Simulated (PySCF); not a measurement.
**S2O2: structure of the singlet**

Where does singlet S2O2 go from a rhombic ring start, is the end point a minimum, and what are its modes, charges and moments?

Method: PBE0, basis S def2-TZVP, O def2-TZVP, no relativity, density fitting; program: PySCF 2.14.0.

### 1 Starting geometry

4 atoms, charge 0, spin multiplicity 1.

Bond lengths: S1–O3 1.760 Å, S1–O4 1.760 Å, S2–O3 1.760 Å, S2–O4 1.760 Å. Angles: O3–S1–O4 94.0°, O3–S2–O4 94.0°, S1–O3–S2 86.0°, S1–O4–S2 86.0°.

```xyz
4
charge 0 multiplicity 1
S     1.2000    0.0000    0.0000
S    -1.2000    0.0000    0.0000
O     0.0000    1.2869    0.0000
O     0.0000   -1.2869    0.0000
```

### 2 The SCF at the typed geometry

The steps below are one call of a driver around PySCF. For each, scf.py gives the equivalent set-up of the SCF; relaxations use the driver's own optimiser. After this first run the driver tries any further starts and a stability analysis.

Contents of scf.py:

```python
from pyscf import gto, scf, dft
mol = gto.M(atom='''
S      1.200000     0.000000     0.000000
S     -1.200000     0.000000     0.000000
O      0.000000     1.286900     0.000000
O      0.000000    -1.286900     0.000000''',
    basis={'S': 'def2-TZVP', 'O': 'def2-TZVP'},
    charge=0, spin=0)
mf = dft.RKS(mol, xc='PBE0')
mf.grids.atom_grid = (50, 194)
aux = {'S': 'def2-universal-JKFIT', 'O': 'def2-universal-JKFIT'}
mf = mf.density_fit(auxbasis=aux)
mf.conv_tol = 1e-08
mf.diis_space = 10
mf.max_cycle = 60
mf.init_guess = 'minao'
mf.verbose = 4
mf.kernel()
```

The run is started by

```console
$ OMP_NUM_THREADS=2 python axn.py task.json out
```

What it wrote:

```text
init E= -946.835847541626
  HOMO = -0.219887546129046  LUMO = -0.159918506746592  gap/eV = 1.63184
cycle= 1 E= -946.224173788276  delta_E= 0.612  |g|= 0.76  |ddm|= 2.18
  HOMO = -0.18646152218243  LUMO = -0.143267510021395  gap/eV = 1.17537
cycle= 2 E= -945.893438528145  delta_E= 0.331  |g|= 1.49  |ddm|= 1.22
  HOMO = -0.235930724317647  LUMO = -0.13254726361788  gap/eV = 2.81321
cycle= 3 E= -946.327594380274  delta_E= -0.434  |g|= 0.117  |ddm|= 0.845
  HOMO = -0.224596646492692  LUMO = -0.122845996588111  gap/eV = 2.76878
cycle= 4 E= -946.330072735025  delta_E= -0.00248  |g|= 0.0393  |ddm|= 0.0957
  HOMO = -0.229522863530413  LUMO = -0.125679504132421  gap/eV = 2.82572
cycle= 5 E= -946.330411964212  delta_E= -0.000339  |g|= 0.00311  |ddm|= 0.0301
  HOMO = -0.229113893941168  LUMO = -0.125378020797477  gap/eV = 2.82280
cycle= 6 E= -946.330414352155  delta_E= -2.39e-06  |g|= 0.0005  |ddm|= 0.00331
  HOMO = -0.229147827314229  LUMO = -0.125390265481144  gap/eV = 2.82339
cycle= 7 E= -946.330414421027  delta_E= -6.89e-08  |g|= 7.1e-05  |ddm|= 0.000436
  HOMO = -0.229152653639375  LUMO = -0.125396089830978  gap/eV = 2.82336
cycle= 8 E= -946.330414423249  delta_E= -2.22e-09  |g|= 1.34e-05  |ddm|= 0.000113
  HOMO = -0.229151122290062  LUMO = -0.125394957215839  gap/eV = 2.82335
Extra cycle  E= -946.33041442329  delta_E= -4.16e-11  |g|= 9.67e-06  |ddm|= 2e-05
converged SCF energy = -946.33041442329
```

This step, with its further starts and checks, took 7.5 s on 2 threads of Arm Neoverse V2, shared host.

The test of internal stability found no lower closed-shell solution.

### 3 Relaxing the singlet from the rhombic ring start

The program finds D2h symmetry in the start, which this walk keeps. Threshold on the gradient: 0.0003 Eh/bohr, with a further test on the energy change.

scf.py: that of step 2 with these lines changed.

```diff
@@ -4,2 +4,2 @@
-S     -1.200000     0.000000     0.000000
-O      0.000000     1.286900     0.000000
+S     -1.200000    -0.000000    -0.000000
+O     -0.000000     1.286900    -0.000000
@@ -16 +15,0 @@
-mf.init_guess = 'minao'
```

Energy and gradient, step by step:

```tsv
step	energy (Eh)	change (kJ/mol)	largest symmetric gradient (Eh/bohr)
0	-946.330414	0.00	0.05100
1	-946.342084	-30.64	0.01060
2	-946.342441	-31.58	0.00271
3	-946.342467	-31.65	0.00011
4	-946.342467	-31.65	0.00000
```

The walk took 9 s.

Positions (Å) and forces (eV/Å) along the way:

```
step 0
S    1.200   0.000   0.000  -0.477   0.000   0.000
S   -1.200   0.000   0.000   0.477   0.000   0.000
O    0.000   1.287   0.000   0.000  -2.623   0.000
O    0.000  -1.287   0.000   0.000   2.623   0.000
step 1
S    1.223   0.000   0.000  -0.213   0.000   0.000
S   -1.223   0.000   0.000   0.213   0.000   0.000
O    0.000   1.186   0.000   0.000  -0.545   0.000
O    0.000  -1.186   0.000   0.000   0.545   0.000
step 2
S    1.225   0.000   0.000   0.007   0.000   0.000
S   -1.225   0.000   0.000  -0.007   0.000   0.000
O    0.000   1.162   0.000   0.000   0.139   0.000
O    0.000  -1.162   0.000   0.000  -0.139   0.000
step 3
S    1.223   0.000   0.000  -0.001   0.000   0.000
S   -1.223   0.000   0.000   0.001   0.000   0.000
O    0.000   1.167   0.000   0.000  -0.006   0.000
O    0.000  -1.167   0.000   0.000   0.006   0.000
step 4
S    1.223   0.000   0.000   0.000   0.000   0.000
S   -1.223   0.000   0.000   0.000   0.000   0.000
O    0.000   1.167   0.000   0.000   0.000   0.000
O    0.000  -1.167   0.000   0.000   0.000   0.000
```

End point (D2h, 4 steps, 31.6 kJ/mol gained): S–O 1.691 Å (×4), S–S 2.446 Å; O–S–O 87.3° (×2), O–S–S 43.7° (×4), S–O–S 92.7° (×2).

### 4 Frequencies

On the finer grid the gradient is checked again; gradients at displacements of ±0.02 bohr then give force constants and infrared intensities.

scf.py: that of step 3 with these lines changed.

```diff
@@ -3,4 +3,4 @@
-S      1.200000     0.000000     0.000000
-S     -1.200000    -0.000000    -0.000000
-O     -0.000000     1.286900    -0.000000
-O      0.000000    -1.286900     0.000000''',
+S      1.223130     0.000000     0.000000
+S     -1.223130    -0.000000    -0.000000
+O     -0.000000     1.167033    -0.000000
+O      0.000000    -1.167033     0.000000''',
@@ -10 +10 @@
-mf.grids.atom_grid = (50, 194)
+mf.grids.atom_grid = (75, 302)
@@ -13 +13 @@
-mf.conv_tol = 1e-08
+mf.conv_tol = 1e-10
```

This SCF starts from the last density.

SCF at the final geometry:

```text
init E= -946.342429806216
  HOMO = -0.212181928860502  LUMO = -0.130437994414848  gap/eV = 2.22437
cycle= 1 E= -946.342429806215  delta_E= 6.82e-13  |g|= 7.68e-07  |ddm|= 1.45e-06
  HOMO = -0.212182112023953  LUMO = -0.130438153052864  gap/eV = 2.22437
Extra cycle  E= -946.342429806215  delta_E=    0  |g|= 7.86e-07  |ddm|= 1.17e-06
converged SCF energy = -946.342429806215
```

The whole step took 32 s.

Geometry: D2h; S–O 1.691 Å (×4), S–S 2.446 Å; O–S–O 87.3° (×2), O–S–S 43.7° (×4), S–O–S 92.7° (×2).

Modes, for the most abundant isotopes:

```json
{"symmetry": "b3u", "ω (cm⁻¹)": "225i", "IR (km/mol)": "2.5"}
{"symmetry": "ag", "ω (cm⁻¹)": "515", "IR (km/mol)": "0.0"}
{"symmetry": "b2u", "ω (cm⁻¹)": "706", "IR (km/mol)": "49.7"}
{"symmetry": "b3g", "ω (cm⁻¹)": "741", "IR (km/mol)": "0.0"}
{"symmetry": "ag", "ω (cm⁻¹)": "778", "IR (km/mol)": "0.0"}
{"symmetry": "b1u", "ω (cm⁻¹)": "816", "IR (km/mol)": "224"}
```

1 mode is imaginary, the largest at 225i cm⁻¹: a saddle point, not a minimum.

Constants and moments:

* Dipole moment: 0.00 D
* Highest occupied level: -5.77 eV
* Lowest empty level: -3.55 eV
* Rotational constants: 0.3869, 0.1762, 0.1211 cm⁻¹
* Zero-point energy (real modes): 21.3 kJ/mol
* Principal polarisabilities: 24.5, 35.1, 47.2 bohr³
* Atomisation energy without zero-point energy: 939 kJ/mol
* Principal traceless quadrupole moments about the centre of mass: -4.58, -1.30, 5.88 D Å

Populations by atom (charges in e):

```csv
atom,Mulliken,Löwdin,polar tensor,Mayer order to S1
S1,0.28,0.34,0.58,–
S2,0.28,0.34,0.58,0.15
"O3,4",-0.28,-0.34,-0.58,0.94
```

Mulliken populations on S1: s 5.91, p 9.51, d 0.27, f 0.04.

### 5 Downhill along the imaginary mode

The atoms are moved a little along the softest imaginary mode and relaxed again.

The program finds C2v symmetry in the start, which this walk keeps.

scf.py: that of step 4 with these lines changed.

```diff
@@ -3,4 +3,4 @@
-S      1.223130     0.000000     0.000000
-S     -1.223130    -0.000000    -0.000000
-O     -0.000000     1.167033    -0.000000
-O      0.000000    -1.167033     0.000000''',
+S      1.223130     0.000000    -0.060033
+S     -1.223130    -0.000000    -0.060033
+O     -0.000000     1.167033     0.120000
+O      0.000000    -1.167033     0.120000''',
@@ -10 +10 @@
-mf.grids.atom_grid = (75, 302)
+mf.grids.atom_grid = (50, 194)
@@ -13 +13 @@
-mf.conv_tol = 1e-10
+mf.conv_tol = 1e-08
```

Energy and gradient, step by step:

```tsv
step	energy (Eh)	change (kJ/mol)	largest symmetric gradient (Eh/bohr)
0	-946.344268	0.00	0.00934
1	-946.346355	-5.48	0.01442
2	-946.347453	-8.36	0.01471
3	-946.348043	-9.91	0.00113
4	-946.348056	-9.95	0.00012
5	-946.348056	-9.95	0.00002
```

The walk took 13 s.

It settles in C2v symmetry, 9.9 kJ/mol below the start, after 5 steps: S–O 1.690 Å (×4), S–S 2.360 Å; O–S–O 85.1° (×2), O–S–S 45.7° (×4), S–O–S 88.6° (×2).

### 6 Vibrations and properties at this point

The same treatment as at the point before.

scf.py: that of step 5 with these lines changed.

```diff
@@ -3,4 +3,4 @@
-S      1.223130     0.000000    -0.060033
-S     -1.223130    -0.000000    -0.060033
-O     -0.000000     1.167033     0.120000
-O      0.000000    -1.167033     0.120000''',
+S      1.180045     0.000000    -0.132566
+S     -1.180045    -0.000000    -0.132566
+O     -0.000000     1.142232     0.265315
+O      0.000000    -1.142232     0.265315''',
@@ -10 +10 @@
-mf.grids.atom_grid = (50, 194)
+mf.grids.atom_grid = (75, 302)
@@ -13 +13 @@
-mf.conv_tol = 1e-08
+mf.conv_tol = 1e-10
```

Log of the central SCF (cycles and frontier levels):

```text
init E= -946.348054139906
  HOMO = -0.236787336550903  LUMO = -0.121334803079733  gap/eV = 3.14162
cycle= 1 E= -946.348054139837  delta_E= 6.93e-11  |g|= 2.08e-05  |ddm|= 1.57e-05
  HOMO = -0.236787575672088  LUMO = -0.121334877945969  gap/eV = 3.14163
cycle= 2 E= -946.348054139462  delta_E= 3.74e-10  |g|= 4.93e-05  |ddm|= 3.69e-05
  HOMO = -0.236787447669795  LUMO = -0.121334851429815  gap/eV = 3.14163
cycle= 3 E= -946.348054139922  delta_E= -4.59e-10  |g|= 6.18e-07  |ddm|= 2.59e-05
  HOMO = -0.236787423286858  LUMO = -0.121334842963677  gap/eV = 3.14162
cycle= 4 E= -946.348054139923  delta_E= -9.09e-13  |g|= 1.25e-07  |ddm|= 4.02e-07
  HOMO = -0.236787430078388  LUMO = -0.121334840064414  gap/eV = 3.14162
Extra cycle  E= -946.348054139924  delta_E= -9.09e-13  |g|= 2.05e-07  |ddm|= 1.98e-07
converged SCF energy = -946.348054139924
```

The whole step took 39 s on 2 threads of Arm Neoverse V2, shared host.

Geometry: C2v; S–O 1.690 Å (×4), S–S 2.360 Å; O–S–O 85.1° (×2), O–S–S 45.7° (×4), S–O–S 88.6° (×2).

Harmonic modes (main isotopes):

```csv
symmetry,ω (cm⁻¹),IR (km/mol),μ (u)
a1,286,8.1,20.26
a1,508,1.3,23.72
a2,679,0.0,19.03
b1,701,60.9,18.91
b2,784,183,19.48
a1,813,6.3,18.39
```

Every mode is real; the point is a minimum.

Properties at this point:

```
Dipole moment                                                   : 0.60 D
Highest occupied level                                          : -6.44 eV
Lowest empty level                                              : -3.30 eV
Rotational constants                                            : 0.3737, 0.1824, 0.1289 cm⁻¹
Zero-point energy                                               : 22.6 kJ/mol
Principal polarisabilities                                      : 25.6, 34.9, 47.2 bohr³
Atomisation energy without zero-point energy                    : 954 kJ/mol
Principal traceless quadrupole moments about the centre of mass : -4.17, -1.16, 5.33 D Å
Entropy at 298.15 K and 1 bar                                   : 276.8 J/(mol K)
Heat capacity Cp at 298.15 K                                    : 58.1 J/(mol K)
Enthalpy at 298.15 K above 0 K                                  : 12.67 kJ/mol
Rotational symmetry number                                      : 2
```

Charges (e) and bond orders:

| atom | Mulliken | Löwdin | polar tensor | Mayer order to S1 |
| --- | --- | --- | --- | --- |
| S1 | 0.26 | 0.32 | 0.61 | – |
| S2 | 0.26 | 0.32 | 0.61 | 0.19 |
| O3,4 | -0.26 | -0.32 | -0.61 | 0.96 |

Mulliken populations on S1: s 5.91, p 9.52, d 0.27, f 0.04.

### 7 Stability of the closed shell

At the lowest minimum the closed shell is tested against spin polarisation, on the (50, 194) grid. It is stable.

### 8 The points found, side by side

| spin | group | bonds | imaginary modes (cm⁻¹) | ΔE (kJ/mol) | with zero-point energy |
| --- | --- | --- | --- | --- | --- |
| singlet | C2v | S–O 1.690 Å (×4), S–S 2.360 Å | none | 0.0 | 0.0 |
| singlet | D2h | S–O 1.691 Å (×4), S–S 2.446 Å | 225i | 14.8 | – |

### 9 Density, ELF, potential and orbitals

The plane holds S1 at (0.00, 0.00), S2 at (2.36, 0.00), O3 at (1.18, 1.21) Å. Columns run from x = -1.95 to 4.65 Å, rows from y = 3.45 (top) to -1.95 Å, in steps of 0.3 Å.

Density (cut at 5 e/Å³):

Ten steps from '0' (0.000 e/Å³) to '9' (5.000 e/Å³), finer at the low end (step k begins (100^(k/10) - 1)/99 of the way up):
```
00000000000000000000000
00000000000000000000000
00000000000000000000000
00000000011110000000000
00000000123321000000000
00000001356642100000000
00000012479974210000000
00001123699985321100000
00012345699986443210000
00124556789876655421000
01245678766677876532000
01246899865568997642100
01246899865568997642100
00235678765567876531000
00124556666666655321000
00012334456654433210000
00001122345543221100000
00000001233332100000000
00000000112211000000000
```

ELF (0 where the density is under 0.005 e/Å³):

Ten even steps from '0' (0.00) to '9' (0.91):
```
00000000000000000000000
00000000000000000000000
00000000011110000000000
00000000134431000000000
00000001367763000000000
00000001589985100000000
00000002699986100000000
01222112771186211222000
03566534780087435664200
24789855897798558987410
26899400376672006998520
26899099042331991998520
25899099042341991998520
14688300364462004986310
02467655665566557764100
00134444467754444421000
00001111368753111100000
00000000257752000000000
00000000146641000000000
```

Lowest empty orbital at -3.30 eV (sign arbitrary; one member if degenerate):

Ten even steps from '0' (-0.53 Å^-3/2) to '9' (0.53 Å^-3/2):
```
55555555555555555555555
55555555555555555555555
55555555555555555555555
55555555555555555555555
55555555555555555555555
55555555555555555555555
55555665555555566555555
55566666546545666665555
55566777530035777665555
55567887531136888765555
55567887643346788765555
55556621544445046555555
44443378455554953444444
44432112356553211234444
44432111356653111234444
44433222456653222334444
44433333455554333344444
44444334455544433444444
44444444445544444444444
```

Making the fields took 1.2 s.

### 10 Outcome

| quantity | value |
| --- | --- |
| minimum | singlet, C2v |
| geometry | S–O 1.690 Å (×4), S–S 2.360 Å; O–S–O 85.1° (×2), O–S–S 45.7° (×4), S–O–S 88.6° (×2) |
| wavenumbers (cm⁻¹) | 286 (a1), 508 (a1), 679 (a2), 701 (b1), 784 (b2), 813 (a1) |
| dipole moment | 0.60 D |
| highest occupied, lowest empty level | -6.44, -3.30 eV |
| polar-tensor charge of S1 | +0.61 e |
| zero-point energy | 22.6 kJ/mol |
| entropy at 298.15 K | 276.8 J/(mol K) |
| atomisation energy (no zero-point energy) | 954 kJ/mol |

In words: The rhombic ring start (D2h) ends in a minimum of C2v symmetry, after a first stop at a saddle point 14.8 kJ/mol higher, from which it was pushed off along an imaginary mode. In the infrared the band at 784 cm⁻¹ (b2) leads. Other starts or spin states, not run here, may lie lower.

The search up to here took 1.8 min on 2 threads of Arm Neoverse V2, shared host.
